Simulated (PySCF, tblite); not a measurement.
## A complex of methanol and 3 × hydrogen fluoride

A gas-phase complex of methanol and 3 × hydrogen fluoride; neutral, singlet. The structure comes from a short search (6 tight-binding starts) and was relaxed by PBE0-D3(BJ)/def2-SVPD; another way of binding may lie lower. No frequency run checks that it is a minimum.

Parts: 1 = methanol (CO), atoms 1–6; 2 = hydrogen fluoride (F), atoms 7–8; 3 = hydrogen fluoride (F), atoms 9–10; 4 = hydrogen fluoride (F), atoms 11–12.

```csv
atom,part,x (Å),y (Å),z (Å)
C1,1,-0.175,0.319,-0.721
O2,1,-0.173,-0.195,0.603
H3,1,0.855,0.493,-1.058
H4,1,-0.640,-0.436,-1.365
H5,1,-0.749,1.255,-0.786
H6,1,0.188,0.463,1.230
F7,2,-2.262,-0.747,1.621
H8,2,-1.388,-0.569,1.130
F9,3,-2.040,0.901,3.380
H10,3,-2.245,0.210,2.730
F11,4,0.204,1.582,2.561
H12,4,-0.638,1.415,2.983
```

Contacts between parts, classed by geometry: H8···O2 1.376 Å (hydrogen bond, 172°); H10···F7 1.464 Å (hydrogen bond, 167°); H12···F9 1.545 Å (hydrogen bond, 166°); H6···F11 1.739 Å (hydrogen bond, 158°).

Deforming the relaxed parts to their shape here costs 7.4 kcal/mol, which the interaction energies leave out.

Interaction energies are complex less parts, with the parts frozen as they stand in it; counterpoise-corrected, in kcal/mol (PySCF).

Q: Give the interaction energy at each level run.

A: 
```tsv
level	interaction	superposition error removed
wB97M-D3(BJ)/def2-SVPD	-40.89	-2.23
PBE0-D3(BJ)/def2-SVPD	-44.34	-2.40
```

Q: What holds them together? Decompose the wB97M-D3(BJ)/def2-SVPD energy: frozen parts, their antisymmetrised product, then relaxation.

A: electrostatic -72.1, Pauli repulsion +92.8, orbital relaxation -60.6, dispersion correction -3.1 kcal/mol, which sum to the value before the counterpoise correction; the Pauli term holds the exchange-correlation of the frozen density too. Of the attraction, 53 % is electrostatic, 45 % is orbital relaxation, 2 % is dispersion correction.

Q: Are the pair energies additive?

A: The pairs sum to -25.04 kcal/mol (1–2 -11.5, 1–3 -2.8, 1–4 -1.8, 2–3 -3.1, 2–4 -2.1, 3–4 -3.7); the rest of -15.86 is a many-body strengthening.

The parts were also relaxed and run alone, at the levels used for the complex: shieldings by PBE0/pcSseg-2; core levels by delta-SCF with SCAN, pcX-2 on the ionised atom and pcseg-1 elsewhere, spin-free X2C.

Values alone: F7–H8 bond (Å): 0.920; shielding of H8 (ppm): 29.19; shielding of O2 (ppm): 328.4; shielding of H10 (ppm): 29.19; shielding of F7 (ppm): 410.9; O2 1s core level (eV): 539.01; F7 1s core level (eV): 694.12; F9 1s core level (eV): 694.12.

Q: What does binding change?

A: 
```
              property   alone  in the complex  change
        F7–H8 bond (Å)   0.920           1.017  +0.097
 shielding of H8 (ppm)   29.19           16.17  -13.02
 shielding of O2 (ppm)   328.4           310.6   -17.8
shielding of H10 (ppm)   29.19           19.85   -9.34
 shielding of F7 (ppm)   410.9           355.4   -55.5
 O2 1s core level (eV)  539.01          540.33   +1.33
 F7 1s core level (eV)  694.12          692.69   -1.42
 F9 1s core level (eV)  694.12          693.33   -0.79
```

Density functionals tend to overstate the lengthening and the red shift of so strongly bound an X–H bond.

The 4 runs behind this took 2.1 min in all, one thread each of Intel Xeon 6975P-C on a shared host, launched as `OMP_NUM_THREADS=1 python cluster_run.py task.json out`.
